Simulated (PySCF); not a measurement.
Gas-phase reaction: 2 CCl4 + C2H6 = 4 CHCl2 + H2

Method: PySCF energies (xtb for GFN2) plus ideal-gas RRHO corrections (1 bar). † marks an energy on the PBE0/def2-TZVP geometry and frequencies; other levels use their own. MP2 and CCSD(T) freeze the core. Open shells (unrestricted): CHCl2 (multiplicity 2); the rest are closed-shell singlets. GFN2 has no spin-polarisation term. CHCl2: computed as isolated molecules; such fragments, hydroxides, amides, oligomers or adducts are transient or little studied in the gas. MP2 isn't extrapolated to the basis-set limit; its ΔH°(298 K) is 687.9 kJ in def2-SVP and 680.5 kJ in def2-TZVPP. CCSD(T) isn't extrapolated to the basis-set limit; its ΔH°(298 K) is 632.6 kJ in def2-SVP and 613.9 kJ in def2-TZVPP. The harmonic model lacks anharmonicity and excited electronic states, which grow with temperature; levels with a mode under 35 cm⁻¹ are left out. Internal rotation in C2H6 is treated as a harmonic vibration of one conformer, which makes the entropy rough.

ΔH° and ΔS° at 298 K: CCSD(T)/def2-SVP† 633 kJ, 411 J/K; GFN2-xTB 766 kJ, 396 J/K; HF/def2-TZVP† 369 kJ, 411 J/K; MP2/def2-SVP† 688 kJ, 411 J/K.

Problem. With the heat capacities included, give log10 K (1 bar) at 500, 600, 800, 1400, 1800 K from CCSD(T)/def2-SVP†, GFN2-xTB, HF/def2-TZVP†, MP2/def2-SVP†.

Solution. 
| T (K) | CCSD(T)/def2-SVP† | GFN2-xTB | HF/def2-TZVP† | MP2/def2-SVP† |
|---|---|---|---|---|
| 500 | -44.5 | -59.2 | -17.0 | -50.3 |
| 600 | -33.5 | -45.9 | -10.6 | -38.3 |
| 800 | -19.6 | -29.1 | -2.4 | -23.2 |
| 1400 | -1.9 | -7.7 | 7.9 | -4.0 |
| 1800 | 3.2 | -1.4 | 10.9 | 1.6 |
